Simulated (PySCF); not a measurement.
System (SMILES): N (NH3).
Geometry (B3LYP-D3(BJ)/def2-TZVP, fixed):
```xyz
4

N      0.0022    -0.0038     0.1116
H     -0.0020     0.9512    -0.2281
H      0.8095    -0.4644    -0.2929
H     -0.8232    -0.4600    -0.2599
```

Basis-set convergence of the lowest singlet excitation energy at PBE with PySCF. Tamm-Dancoff approximation; the state is taken by its order, and sets in which it differs in degeneracy or brightness are left out, yet its character can still change. All functions are spherical. Density fitting with generated auxiliary sets. No added dispersion term, no relativity. Reference: the value in d-aug-cc-pVTZ, 5.463 eV, itself unsure by roughly 0.022 eV (its mean distance from aug-pcseg-3, aug-cc-pVQZ, aug-pcseg-2). Deviations are taken from unrounded values. Cost is core time over that of cc-pVDZ, rough, on shared machines of one kind.

```tsv
basis	functions	lowest singlet excitation energy (eV)	minus reference (eV)	cost
6-31G**	29	7.346	1.884	0.9×
cc-pVDZ	29	6.715	1.253	1×
def2-SVP	29	6.612	1.150	1×
6-311G**	36	6.444	0.981	0.9×
aug-cc-pVDZ	50	5.491	0.028	2×
def2-TZVPD	64	5.928	0.465	3×
d-aug-cc-pVDZ	71	5.437	-0.026	3×
cc-pVTZ	72	6.417	0.955	3×
def2-TZVPP	73	6.375	0.912	3×
jun-cc-pV(T+d)Z	81	6.011	0.549	2×
6-311++G(3df,3pd)	93	5.566	0.104	3×
aug-cc-pVTZ	115	5.493	0.030	4×
aug-pcseg-2	115	5.483	0.020	4×
cc-pVQZ	145	6.207	0.745	9×
def2-QZVPP	147	6.182	0.719	9×
pcseg-3	159	5.790	0.327	8×
aug-cc-pVQZ	218	5.493	0.030	10×
aug-pcseg-3	232	5.478	0.015	20×
```

The smallest set listed that lies within 0.2 eV of the reference with all its larger relatives (same family, alike in diffuse functions; a set with none counts only in the reference's own line) is d-aug-cc-pVDZ (71 functions, 3× in cost, -0.026 eV off). Inside the window by cancellation, since a larger relative falls out: aug-cc-pVDZ. Inside, with no larger relative to test it: 6-311++G(3df,3pd). (Relatives not listed, tested too: d-aug-cc-pVTZ 0.000 eV.)
